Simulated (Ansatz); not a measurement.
Basis-set extrapolation for `C/N=C(\F)OC` (PBE0-D4/def2-TZVP geometry, frozen core, Ansatz). Multiplicity 1, RHF reference.

```
                      def2-TZVPP   def2-QZVPP
                 HF  -345.973643  -345.989319
    MP2 correlation    -1.181784    -1.270971
CCSD(T) correlation    -1.259042      not run
```

Energies in hartree. Use E(X) = E(∞) + A·exp(−7.88·√X) for Hartree–Fock and E(X) = E(∞) + B·X^(−2.97) for correlation, with X = 3 and 4, and add CCSD(T) minus MP2 of the smaller set to the MP2 limit.

Question: What is the CCSD(T) energy at the basis-set limit?

Answer: HF limit: -345.989319 + (-0.015676) × 0.13774 = -345.99148. MP2 limit: -1.270971 + (-0.089187) × 0.74074 = -1.33704. Higher-order term: -1.259042 − (-1.181784) = -0.07726. Total: -347.40578 hartree, 454.5 kJ/mol below CCSD(T)/def2-TZVPP.
